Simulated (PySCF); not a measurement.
Simulated outer-valence photoelectron spectrum of `N=C=S` (isothiocyanic acid). Theory: EOM-IP-CCSD/aug-cc-pVDZ in PySCF, restricted Hartree–Fock reference, frozen core, non-relativistic, gas phase, PBE0-D3(BJ)/def2-SVP geometry.

Each root has a Gaussian of 0.4 eV full width with its one-hole share as area; cross sections and vibrations are left out, and the highest printed point is 100.

| ionisation energy (eV) | intensity |
| --- | --- |
| 9.2 | 0 |
| 9.4 | 4 |
| 9.6 | 29 |
| 9.8 | 65 |
| 10.0 | 69 |
| 10.2 | 55 |
| 10.4 | 16 |
| 10.6 | 1 |
| 10.8 | 0 |
| 11.0 | 0 |
| 11.2 | 0 |
| 11.4 | 0 |
| 11.6 | 0 |
| 11.8 | 0 |
| 12.0 | 0 |
| 12.2 | 0 |
| 12.4 | 0 |
| 12.6 | 0 |
| 12.8 | 0 |
| 13.0 | 0 |
| 13.2 | 0 |
| 13.4 | 1 |
| 13.6 | 12 |
| 13.8 | 69 |
| 14.0 | 100 |
| 14.2 | 36 |
| 14.4 | 3 |
| 14.6 | 0 |
| 14.8 | 6 |
| 15.0 | 34 |
| 15.2 | 53 |
| 15.4 | 20 |
| 15.6 | 2 |

Problem. Where are the maxima, and how many lines lie under the curve?

Solution. 3 maxima, at 10.0, 14.0 and 15.2 eV, from 5 lines. At this width some lines have no maximum of their own.

Problem. List the lines with their holes.

Solution. 
```csv
E (eV),leading hole (HF orbital),area,Koopmans (eV)
9.80,HOMO,0.95,10.18
10.13,HOMO-1,0.95,10.55
13.95,HOMO-2,0.88,15.44
13.96,HOMO-3,0.88,15.59
15.16,HOMO-4,0.92,16.63
```

The widest gap, 3.82 eV, lies between 10.13 and 13.95 eV. Only orbitals with −ε under 21 eV, eight at most, were ionised, so the high end of the curve may lack lines.
